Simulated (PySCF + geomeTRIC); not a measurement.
A geometry relaxed with BP86-D3(BJ)/def2-SVP (PySCF + geomeTRIC), charge 0, multiplicity 1:

```xyz
6

H      1.5872     0.0976     0.1466
H     -0.6100     0.2666     1.0363
H     -0.4957     0.9323    -0.6379
O      0.9391    -0.5623    -0.1610
H     -1.0848    -0.7397    -0.3695
C     -0.3462     0.0113    -0.0206
```

Question: Write the SMILES of this molecule.

Answer: `CO`
